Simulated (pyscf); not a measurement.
PySCF, gas phase, ωB97X-D3(BJ)/def2-SVP geometries.

PBE/def2-TZVP puts the barrier of HO–SiH₂–O–Si(Cl)(Cl)–Cl + hydrogen (H₂) → HO–Si(Cl)(Cl)–Cl + silanol (HO–SiH₃) (four-centre exchange; singlet surface; O–Si, H–H broken, H–O, H–Si formed) at 2.26 eV and the reaction energy at +0.99 eV, from the separated reactants. What do PBE0-D3(BJ)/def2-TZVP, M06-2X/def2-TZVP, ωB97M-D3(BJ)/def2-TZVP give on the same structures?

PBE0-D3(BJ): ΔE‡ = 2.42 eV, ΔE = +1.10 eV; M06-2X: ΔE‡ = 2.75 eV, ΔE = +1.29 eV; ωB97M-D3(BJ): ΔE‡ = 2.59 eV, ΔE = +1.15 eV. PBE's barrier lies under all of them, by 0.16 to 0.49 eV. Its reaction energy lies under all of them, by 0.11 to 0.30 eV. One saddle was located; it need not be the lowest between these sides.
